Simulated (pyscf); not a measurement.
This saddle point was located with ωB97X-D3(BJ)/def2-SVP in PySCF.

```
Ge
H 1 1.5234
H 1 1.5456 2 117.48
H 1 1.5584 2 111.58 3 119.98
H 1 1.7697 2 98.72 4 119.79
H 5 1.0118 1 76.96 2 -92.38
As 5 1.9874 6 172.91 1 -42.74
H 7 1.5228 5 84.47 6 146.39
H 7 1.5255 8 92.76 5 -73.32
```

Surface: singlet, charge 0. Lowest wavenumbers (cm⁻¹): 1781i, 104, 165, 192, 401.

Task: What reaction is this the transition state of?

Result: AsH₃ + germane (GeH₄) <-> H₃Ge–AsH₂ + hydrogen (H₂), a four-centre exchange read from left to right: As–H, Ge–H broken and As–Ge, H–H formed. At ωB97M-D3(BJ)/def2-TZVP it lies +3.15 eV from the left side and +3.26 eV from the right (each side as separated species at their lowest minima found). At the saddle there is also a short Ge–H contact that neither side keeps. From the product side, GeH₃• + AsH₂• + H₂ lies, by one bond made or cut, 0.58 eV under this saddle at ωB97M-D3(BJ)/def2-TZVP. One saddle was located; it need not be the lowest between these sides. Elements up to Kr have no core potential and no relativistic terms here.
